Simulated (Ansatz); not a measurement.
```yaml
crystal:
  periodic: [false, false, false]
  atoms:
    - {symbol: Al, position_ang: [0.000000, 0.000000, -1.686023]}
    - {symbol: O, position_ang: [0.000000, 0.000000, 0.000000]}
    - {symbol: Al, position_ang: [0.000000, 0.000000, 1.686023]}
basis:
  gaussian: {orbitals: def2-TZVP}
magnetization: {spin_polarized: true, initial_magnetization: 2}
hamiltonian: {xc: pbe0}
relax: {f_tol: 0.004, max_steps: 80}
```

```sh
$ ansatz run in.yaml --threads 1 --pin off --events-out ev --progress --plain --max-ram 2176MiB
```

Steps of the relaxation (energy above the last step; positions in Å, forces in eV/Å):

```
3
step 1, 5.2 meV
Al    0.000    0.000   -1.686    0.000    0.000   -0.253
O     0.000    0.000    0.000    0.000    0.000   -0.221
Al    0.000    0.000    1.686    0.000    0.000    0.474
```

```
3
step 2, 1.7 meV
Al    0.000    0.000   -1.691    0.000    0.000   -0.137
O     0.000    0.000   -0.001    0.000    0.000   -0.135
Al    0.000    0.000    1.692    0.000    0.000    0.272
```

```
3
step 3, 0.0 meV
Al    0.000    0.000   -1.697    0.000    0.000    0.000
O     0.000    0.000   -0.003    0.000    0.000   -0.010
Al    0.000    0.000    1.700    0.000    0.000    0.010
```

```
3
step 5, 0.0 meV
Al    0.000    0.000   -1.698    0.000    0.000    0.000
O     0.000    0.000   -0.003    0.000    0.000    0.000
Al    0.000    0.000    1.701    0.000    0.000    0.000
```

Close pairs at the end: Al1–O2 1.694 Å, O2–Al3 1.704 Å.

A stationary point of unrestricted PBE0 after 5 steps, with ⟨S²⟩ = 2.002 against 2.00 for a pure state; no frequencies were run, so it isn't proven a minimum. 39 s on 1 thread of Arm Neoverse V1, shared host.
